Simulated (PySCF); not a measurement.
## The electron affinity along group 15

All values are computed (PySCF 2.14, energy differences of UHF-based or UKS calculations, no spin-orbit coupling). Values in eV. The last column holds reference values (measured affinities from photodetachment; the arrow runs from anion to atom). Unmarked ones compare directly (S terms, centres of terms, or small fine structure); those marked * lie between the lowest fine-structure levels and include a spin-orbit shift.

| element | configurations | UHF | SCS-MP2 (valence) | CCSD(T) (valence) | CCSD (valence and next inner shell) | PBE0 | r2SCAN | reference |
| --- | --- | --- | --- | --- | --- | --- | --- | --- |
| P (x2c-TZVPPall with one added diffuse shell each of s, p, d type, spin-free X2C) | [Ne] 3s2 3p4 → [Ne] 3s2 3p3 | -0.347 | 0.467 | 0.537 | 0.472 | 0.764 | 0.776 | 0.747 * |
| As (x2c-TZVPPall with one added diffuse shell each of s, p, d type, spin-free X2C) | [Ar] 3d10 4s2 4p4 → [Ar] 3d10 4s2 4p3 | -0.292 | 0.466 | 0.549 | 0.503 | 0.755 | 0.818 | 0.804 * |
| Sb (x2c-TZVPPall with one added diffuse shell each of s, p, d, f type, spin-free X2C) | [Kr] 4d10 5s2 5p4 → [Kr] 4d10 5s2 5p3 | -0.046 | 0.660 | 0.766 | 0.706 | 0.911 | 0.940 | 1.047 * |
| Bi (x2c-TZVPPall with one added diffuse shell each of s, p, d, f type, spin-free X2C) | [Xe] 4f14 5d10 6s2 6p4 → [Xe] 4f14 5d10 6s2 6p3 | -0.177 | 0.557 | 0.660 | 0.605 | 0.809 | 0.810 | 0.942 * |

The highest occupied level of the anion is positive for P⁻ at PBE0, r2SCAN; As⁻ at PBE0, r2SCAN; Sb⁻ at PBE0, r2SCAN; Bi⁻ at PBE0, r2SCAN, so there the basis helps to hold the electron.

For Bi a determinant mixes LS terms or the coupling is close to jj, so these rows are model values.

"Valence" correlates the outer s and p shells and, in groups 3 to 12 and the f block, the outer d or f shell, open or full, or the next shell where the ion has no valence electron left; the wider scheme adds the next inner shell.
